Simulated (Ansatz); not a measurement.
A calculation with Ansatz (development build ahead of 0.2.0).

```yaml
crystal:
  periodic: [false, false, false]
  atoms:
    - { symbol: S, position_ang: [0.0, 0.43249, -1.62775] }
    - { symbol: S, position_ang: [0.0, -0.62827, 0.13269] }
    - { symbol: O, position_ang: [0.0, 0.19578, 1.49506] }
basis:
  gaussian: { orbitals: def2-SVP }
magnetization:
  spin_polarized: true
hamiltonian:
  xc: hf
correlation:
  method: mp2
  frozen_orbitals: { O: 1, S: 5 }
```

The input is written out in the form of the current development build from the run's settings.

The run gave:

```
Converged                                                          : yes
Reference energy                                                   : -869.53367 hartree
Correlation energy                                                 : -0.39457 hartree
Total energy                                                       : -869.92825 hartree
Spin squared of the determinant                                    : 0.931
Stability test                                                     : minimum
Occupied orbitals by symmetry in an Abelian subgroup (alpha; beta) : 16 A' 4 A''; 16 A' 4 A''
```

Messages of the program:
```
mean field -23661.21667426 eV, -869.5336746304 hartree, gradient 4.3e-6 eV, S^2 0.930923; 17 other ends of a descent, 0 dependent functions left out
```

Caution: the unrestricted determinant is a mixture of spin states; a plain start can end on a higher determinant.
